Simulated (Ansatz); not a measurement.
# MgSiH (doublet): the correlation ladder at distance Mg2–H3 = 3.187 Å, 6-31G

Aim: climb from Hartree-Fock through coupled cluster and multireference methods for MgSiH (doublet) at one geometry and basis, and see what each rung misses.

Computed with Ansatz 0.2.0, Gaussian basis. Level: 6-31G, core rule «outside noble gas», up to 10 orbitals frozen.

To be run: UHF; CCSD(T) on ROHF; CCSD(T) on UHF; BCCD(T) on ROHF; CISD as a restricted active space (open shells left free, so some higher excitations enter); CCSDT(Q) on ROHF; CCSDT(Q) on UHF; CISDTQ; CCSDTQ on ROHF; CCSDTQ on UHF; CASSCF and MRCISD+Q, 3 electrons in 3 orbitals; CASSCF and NEVPT2, 3 electrons in 3 orbitals; CASSCF and MRCISD+Q, 7 electrons in 9 orbitals; CASSCF and NEVPT2, 7 electrons in 9 orbitals; Full CI; Full CI in the symmetry of the determinant.

25 further runs of the same task are left out: 19 that didn't finish, 6 set aside as unsound or not needed. Runs told in other sessions of the task aren't counted.

### 1 What is computed

The geometry derives from a PBE0/def2-TZVP stationary point (not a proven minimum). One bond is set to the value named and the two fragments are kept rigid.

3 atoms, charge 0, spin multiplicity 2.

Atoms are counted from 1 here; the program's logs count them from 0.

Bond lengths: Si1–Mg2 2.611 Å.

### 2 UHF

Input file in.yaml:

```yaml
crystal:
  periodic: [false, false, false]
  atoms:
    - {symbol: Si, position_ang: [0.000000, 0.000000, -2.802730]}
    - {symbol: Mg, position_ang: [0.000000, 0.000000, -0.192135]}
    - {symbol: H, position_ang: [0.000000, 0.000000, 2.994865]}
basis:
  gaussian: {orbitals: 6-31G}
magnetization: {spin_polarized: true, initial_magnetization: 1}
hamiltonian: {xc: hf}
output: {orbitals: {seedname: orbitals}}
```

Started as:

```sh
> ansatz run in.yaml --threads 1 --pin off --events-out ev --progress --plain --max-ram 2393MiB
```

The runs that follow: CCSD(T) on ROHF; CCSD(T) on UHF; BCCD(T) on ROHF; CISD as a restricted active space (open shells left free, so some higher excitations enter); CCSDT(Q) on ROHF; CCSDT(Q) on UHF; CISDTQ; CCSDTQ on ROHF; CCSDTQ on UHF; CASSCF and MRCISD+Q, 3 electrons in 3 orbitals; CASSCF and NEVPT2, 3 electrons in 3 orbitals; CASSCF and MRCISD+Q, 7 electrons in 9 orbitals; CASSCF and NEVPT2, 7 electrons in 9 orbitals; Full CI; Full CI in the symmetry of the determinant.

Q: Predict the results of all the runs planned. Wanted: FCI from the RHF energy; UMP2 from FCI; UCCSD(T) from FCI; UCCSDT(Q) from FCI; NEVPT2 valence from FCI; MRCISD+Q valence from FCI; T1 diagnostic; effectively unpaired electrons.

As calculated:

```
                         quantity                                                                   value
          FCI from the ROHF energy                                                              -3.0160 eV
                    UMP2 from FCI                                                            +90.2 kJ/mol
                UCCSD(T) from FCI                                                             -2.2 kJ/mol
               UCCSDT(Q) from FCI                                                             -0.8 kJ/mol
          NEVPT2 valence from FCI                                                            +14.0 kJ/mol
        MRCISD+Q valence from FCI                                                             -0.1 kJ/mol
levels within 1 kcal/mol (43 meV)  UCCSD(T), UCCSDT, UCCSDT(Q), UCCSDTQ, MRCISD valence, MRCISD+Q valence
                    T1 diagnostic                                                                   0.066
   effectively unpaired electrons                                                                    3.24
```

What this shows: UCCSD(T) misses by -2.2 kJ/mol, 0.7 % of the correlation energy. UCCSD(T), UCCSDT(Q) fall below full CI: unrestricted runs freeze a spin-polarised core, another one than full CI's, and coupled cluster isn't variational. The occupations show strong static correlation (3.2 unpaired electrons where one determinant has 1). Coupled cluster on one determinant still stays close here. Of the multireference levels listed MRCISD+Q valence comes nearest in total energy (-0.1 kJ/mol), which doesn't show that its space is the better one. The lowest state has another symmetry than the determinant, whose own symmetry lies 0.27 eV higher, so single-reference misses include that gap. Coupled cluster took another determinant than the lowest Hartree-Fock one. These misses are within one basis, not against nature; the frozen cores of restricted and unrestricted runs differ, which can shift their rows.

Levels on UHF freeze UHF's core orbitals, full CI those of ROHF, so the U rows can settle a little off it for that reason alone.

With open shells the CI space here admits some higher excitations, so it is larger than plain CISD.
